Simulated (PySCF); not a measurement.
**Mayer bond orders and bond lengths**

Species: C5H12N (charge +1).
SMILES with atom numbers: `[CH3:1][NH2+:2][CH2:3][CH:4]1[CH2:5][CH2:6]1` (hydrogens: H7, H8, H9 on C1; H10, H11 on N2; H12, H13 on C3; H14 on C4; H15, H16 on C5; H17, H18 on C6)

Geometry (GFN2-xTB, Å), atoms numbered from 1 in this order:
```
atom  x, y, z in Å
C1     2.5827    0.0177   -0.0330
N2     1.2188   -0.5369   -0.1263
C3     0.2732    0.2953   -0.9370
C4    -1.1044   -0.3096   -0.8959
C5    -1.9089   -0.1723    0.3689
C6    -2.3034    0.5946   -0.8510
H7     3.2184   -0.6300    0.5671
H8     2.5510    1.0033    0.4270
H9     3.0140    0.1103   -1.0278
H10    0.8135   -0.6357    0.8145
H11    1.2565   -1.4789   -0.5357
H12    0.6554    0.3506   -1.9582
H13    0.2614    1.3006   -0.5115
H14   -1.2053   -1.2298   -1.4570
H15   -2.5252   -1.0013    0.6768
H16   -1.4848    0.3800    1.1948
H17   -2.1381    1.6601   -0.8654
H18   -3.1837    0.2883   -1.3914
```

Bond orders from the PBE0/pcSseg-1 density (PySCF). Geometry: GFN2-xTB, one conformer, isolated ion.

**Question.** Where do the orders between heavy atoms depart from those drawn in the SMILES?

**Answer.** The largest departure is 0.159, at N2–C3 (drawn single, 0.841). Drawn single, order below 0.88: N2–C3 (0.841). The SMILES, with its formal charges, is one Lewis structure only.

**Question.** Set the Mayer orders of the bonds beside their lengths.

**Answer.** 
```tsv
bond	drawn as	length (Å)	Mayer order
C1–N2	single	1.475	0.900
N2–C3	single	1.498	0.841
C3–C4	single	1.505	1.013
C4–C5	single	1.505	0.932
C5–C6	single	1.494	0.972
C6–C4	single	1.502	0.952
C1–H7	single	1.088	0.949
C1–H8	single	1.088	0.952
C1–H9	single	1.088	0.951
N2–H10	single	1.029	0.894
N2–H11	single	1.028	0.900
C3–H12	single	1.092	0.931
C3–H13	single	1.092	0.938
C4–H14	single	1.082	0.937
C5–H15	single	1.078	0.948
C5–H16	single	1.080	0.949
C6–H17	single	1.078	0.950
C6–H18	single	1.077	0.950
```

Bonds between the same two heavy elements. C–N: lowest N2–C3 (0.841, 1.498 Å), highest C1–N2 (0.900, 1.475 Å). C–C: lowest C4–C5 (0.932, 1.505 Å), highest C3–C4 (1.013, 1.505 Å); in 1 of the 6 pairs the longer bond (by over 0.003 Å) has the higher order (by 0.02 or more).

**Question.** Sum the orders of all bonds at each heavy atom with more than one neighbour and set the sums beside the valence in the SMILES.

**Answer.** C1 3.752 (drawn 4), N2 3.535 (drawn 4), C3 3.723 (drawn 4), C4 3.834 (drawn 4), C5 3.801 (drawn 4), C6 3.824 (drawn 4). Orders between atoms that aren't bonded are not in these sums.

Mayer orders depend on the basis set.

The run behind these numbers computed NMR shieldings as well. The run took 22 s wall (with the writing of density and orbital grids) on one thread, Arm Neoverse V1 (aarch64), shared host with 32 logical CPUs at a one-minute load of 10, and the process peaked at 0.74 GiB of memory.
